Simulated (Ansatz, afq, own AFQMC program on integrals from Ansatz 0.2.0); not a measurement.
AFQMC on a folder of integrals that Ansatz 0.2.0 wrote.

```yaml
crystal:
  periodic: [false, false, false]
  atoms:
    - {symbol: Si, position_ang: [0.000000, 0.000000, 0.000000]}
    - {symbol: O, position_ang: [0.000000, 0.000000, 1.723500]}
basis:
  gaussian: {orbitals: 6-31G}
magnetization: {spin_polarized: true, initial_magnetization: 0}
correlation: {method: ccsd_t, electrons: outside_noble_gas, hamiltonian_folder: ham}
```

```sh
$ ansatz run in.yaml --threads 1 --pin off --events-out ev --progress --plain --max-ram 1382MiB
```

afq runs on the folder ham with

```
--method free --trial cisd --walkers 200 --time-step 0.03 --max-blocks 80 --target-error 0.00038 --factor-cut 1e-05 --seed 6460 --times 0,0.21,0.42,0.81,1.2,1.8,2.4,3 --taylor-order 8
```

Times are imaginary, in 1/Eh. The walk had a cap of 278 s.

Log:

```
orbitals 16  electrons 5 5  factors 85 of 215
reference energy -363.69072535 Eh
CCSD correlation -0.20233687 Eh in 17 cycles, weight of the determinant in the CISD state 0.5716
repeat  energy at the last time / Eh  error
    10  -363.907731  0.002819
    20  -363.908297  0.001954
    30  -363.907918  0.001542
    40  -363.907584  0.001370
    50  -363.907609  0.001263
    60  -363.907827  0.001094
    70  -363.907000  0.000997
    80  -363.906551  0.000955
time / (1/Eh)  energy / Eh  error  mean overlap
  0.00  -363.893287  0.000551  1.7502
  0.21  -363.897241  0.000526  1.7492
  0.42  -363.899591  0.000544  1.7488
  0.81  -363.902594  0.000484  1.7474
  1.20  -363.904015  0.000622  1.7524
  1.80  -363.904141  0.000745  1.7724
  2.40  -363.904104  0.000784  1.8087
  3.00  -363.906551  0.000955  1.8121
energy -363.906551 +/- 0.000955 Eh
```

The run failed at least one of its tests; the cautions name the faults.

Against this walk (error 26.0 meV) on the same determinant: CCSD(T) 157.0 meV higher, CCSDT(Q) 99.4 meV lower, CCSDTQ 19.5 meV lower (within the noise), full CI 13.0 meV lower (within the noise). The error is statistical, and a free projection of finite length keeps a remainder of its start. The determinant has ⟨S²⟩ = 0.67, so the low cluster orders mix in higher spin, and so can this walk. The last points scatter (meV from the last: 108 ± 13 at 0.81, 69 ± 17 at 1.20, 66 ± 20 at 1.80, 67 ± 21 at 2.40, 0 ± 26 at 3.00); the last is the one printed as the energy, and the gaps above move with that scatter. The determinant is a poor start (see the cautions), so the low cluster orders aren't to be relied on, and full CI is the sure value.

Cautions: remainder of the start not in the error; start not forgotten; start is not spin pure; error above the target (26.0 against 10.3 meV); strong correlation (T1 0.145, weight of the determinant 0.57, largest double 0.19); (Q) is large, 107 meV, so the cluster series hasn't closed; unrestricted determinant spin contaminated (⟨S²⟩ 0.67 against 0.00); CCSD(T) is in doubt: in a space of 8 electrons in 8 natural orbitals full CI lies 123 meV below it.

The walk took 78 s on 1 thread of Arm Neoverse V2, with other jobs on the host. The log's last line is the free-projection energy.

CCSDT and higher add their correlation energy to the determinant of the CCSD(T) run, since their own runs factorise the integrals more tightly (a shift of under 2 meV). A walk keeps the symmetry of its determinant, which the program's search chose and which needn't be the lowest solution, so a lower state of the same spin and another symmetry isn't excluded.
